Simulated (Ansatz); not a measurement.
# C₃H₆OS: up Jacob's ladder to CCSD(T)

Aim: compute C₃H₆OS with functionals from several rungs and with coupled cluster. The yardstick is the atomisation energy at the CCSD(T) limit.

Computed with Ansatz 0.2.0, Gaussian basis. Level: functionals in def2-TZVPP, the program's frozen cores in correlated methods.

Plan: LDA (SPW92), PBE-D4, revPBE-D4, BLYP-D4, r2SCAN-D4, B97M-V, PBE0-D4, B3LYP-D4, r2SCANh-D4, r2SCAN0-D4, HSE06-D4, BHLYP-D4, CAM-B3LYP-D4, LC-ωPBE, ωB97X-V, ωB97M-V, B2PLYP, PBE-QIDH; CCSD(T)/def2-SVP; CCSD(T)/def2-TZVPP; MP2/def2-QZVPP; extrapolation to the limit; RPA on PBE.

**1. Structure used throughout**

The geometry comes from an earlier relaxation with PBE0-D4 in a triple-zeta def2 set; it is a stationary point, not always the lowest conformer.

SMILES `COCC=S`, 11 atoms, charge 0, spin multiplicity 1.

Atoms are counted from 1 here; the program's logs count them from 0.

Bond lengths: C1–O2 1.407 Å, C1–H6 1.098 Å, C1–H7 1.089 Å, C1–H8 1.098 Å, O2–C3 1.399 Å, C3–C4 1.498 Å, C3–H9 1.098 Å, C3–H10 1.098 Å, C4–S5 1.606 Å, C4–H11 1.094 Å. Angles: O2–C1–H6 111.2°, O2–C1–H7 107.2°, O2–C1–H8 112.0°, H6–C1–H7 109.1°, H6–C1–H8 108.3°, H7–C1–H8 108.9°, C1–O2–C3 112.6°, O2–C3–C4 113.2°, O2–C3–H9 112.3°, O2–C3–H10 106.5°, C4–C3–H9 109.9°, C4–C3–H10 107.2°, H9–C3–H10 107.5°, C3–C4–S5 125.5°, C3–C4–H11 113.6°, S5–C4–H11 120.8°.

**2. LDA**

This LDA is Slater exchange with PW92 correlation.

in.yaml reads:

```yaml
crystal:
  periodic: [false, false, false]
  atoms:
    - {symbol: C, position_ang: [-1.389762, 0.435304, -0.484688]}
    - {symbol: O, position_ang: [-0.649166, -0.760270, -0.519728]}
    - {symbol: C, position_ang: [0.721920, -0.548288, -0.339562]}
    - {symbol: C, position_ang: [1.083242, -0.196387, 1.070880]}
    - {symbol: S, position_ang: [2.343100, 0.693698, 1.516774]}
    - {symbol: H, position_ang: [-1.060417, 1.129231, -1.269278]}
    - {symbol: H, position_ang: [-2.433502, 0.173669, -0.654563]}
    - {symbol: H, position_ang: [-1.304188, 0.943708, 0.484550]}
    - {symbol: H, position_ang: [1.119543, 0.209864, -1.027762]}
    - {symbol: H, position_ang: [1.217800, -1.498993, -0.573637]}
    - {symbol: H, position_ang: [0.416829, -0.638438, 1.817715]}
basis:
  gaussian: {orbitals: def2-TZVPP}
hamiltonian: {xc: lda}
output: {orbitals: {seedname: orbitals}}
```

The runs that follow: PBE-D4 (GGA); revPBE-D4 (GGA); BLYP-D4 (GGA); r2SCAN-D4 (meta-GGA); B97M-V (meta-GGA); PBE0-D4 (hybrid); B3LYP-D4 (hybrid); r2SCANh-D4 (hybrid); r2SCAN0-D4 (hybrid); HSE06-D4 (hybrid); BHLYP-D4 (hybrid); CAM-B3LYP-D4 (range-separated); LC-ωPBE (range-separated); ωB97X-V (range-separated); ωB97M-V (range-separated); B2PLYP (double hybrid); PBE-QIDH (double hybrid); CCSD(T) in def2-SVP; CCSD(T) in def2-TZVPP; MP2 in def2-QZVPP; RPA on PBE orbitals.

Before running them: what should the planned runs give, taken together? Wanted: atomisation energy, CCSD(T)/CBS; farthest beyond LDA; mean size of error, GGA; mean size of error, meta-GGA; mean size of error, hybrid; mean size of error, range-separated; mean size of error, double hybrid; gap, smallest and largest; T1 diagnostic.

**Answer**, as computed:

| quantity | value |
| --- | --- |
| atomisation energy, CCSD(T)/CBS | 4208.4 kJ/mol |
| functionals within 21.0 kJ/mol (0.5 %) | revPBE-D4, BLYP-D4, r2SCAN-D4, B97M-V, B3LYP-D4, r2SCANh-D4, CAM-B3LYP-D4, ωB97X-V, ωB97M-V |
| farthest beyond LDA | BHLYP-D4 (-149.7 kJ/mol) |
| mean size of error, GGA | 47.8 kJ/mol |
| mean size of error, meta-GGA | 13.5 kJ/mol |
| mean size of error, hybrid | 47.5 kJ/mol |
| mean size of error, range-separated | 14.9 kJ/mol |
| mean size of error, double hybrid | 32.5 kJ/mol |
| gap, smallest and largest | 1.96 eV (LDA (SPW92)), 9.27 eV (LC-ωPBE) |
| T1 diagnostic | 0.0143 |
| triples share of the correlation energy | 4.3 % |

**Reading.** The LDA atomisation energy is off by 681.1 kJ/mol (16 %): it overbinds. PBE-D4 misses by +124.0 kJ/mol. Double hybrids carry the basis error of their MP2 part in triple zeta, and no dispersion term here, so their miss is partly the set-up's. The rungs meta-GGA, range-separated miss on average by less than the doubt on the reference (21.0 kJ/mol), so they tie. The reference freezes the cores and leaves out relativity and excitations past (T), so misses under about 21.0 kJ/mol can't be ranked. Hartree-Fock recovers 71 % of the binding; the rest is correlation. CCSD(T) in def2-SVP is off by -206.2 kJ/mol, worse than the median functional, from the basis alone. Orbital gaps span 2.0 to 9.3 eV; exact exchange widens them. The restricted reference is unstable towards a spin-broken one.
